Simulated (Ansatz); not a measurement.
## HBC, triplet: reading a ladder of total energies

Geometry: a point of a stretch scan, not a stationary point.

```tsv
atom	x (Å)	y (Å)	z (Å)
B	0.0000	0.0000	0.1834
C	0.0000	0.0000	-1.5456
H	0.0000	0.0000	1.3621
```

Basis 6-31G; Ansatz 0.2.0. Correlated methods freeze the noble-gas cores, which leaves 8 electrons in 18 orbitals. Prefix R: restricted or restricted open-shell reference; prefix U: unrestricted.

Full CI is exact within this basis and frozen core; it isn't the basis-set limit. The frozen core follows each run's orbitals, which can shift R against U totals by a few meV.

Runs differ by some tens of microhartree through their thresholds and, for an open shell, their frozen cores, so steps under 0.1 kcal/mol mean nothing.

```
    level  total energy (hartree)
      UHF              -62.880599
     UMP2              -62.987546
    UCCSD              -63.012571
 UCCSD(T)              -63.017886
   UCCSDT              -63.019327
UCCSDT(Q)              -63.019957
  UCCSDTQ              -63.020011
  full CI              -63.020061
```

Task: What is the correlation energy at full CI, and what share of it do UMP2 and UCCSD recover?

Result: E(corr) = -63.020061 − (-62.880599) = -0.139462 hartree = -3.795 eV. UMP2: -0.106947 / -0.139462 = 76.69 %. UCCSD: -0.131972 / -0.139462 = 94.63 %.

Task: By how many kcal/mol does UCCSD(T) miss full CI (1 hartree = 627.509 kcal/mol), and which steps make up the rest?

Result: -63.017886 − (-63.020061) = 0.002175 hartree = 1.36 kcal/mol. Steps: UCCSDT − UCCSD(T) = -0.90, UCCSDT(Q) − UCCSDT = -0.40, UCCSDTQ − UCCSDT(Q) = -0.03, full CI − UCCSDTQ = -0.03 kcal/mol. Differences between like states or geometries often cancel part of this.
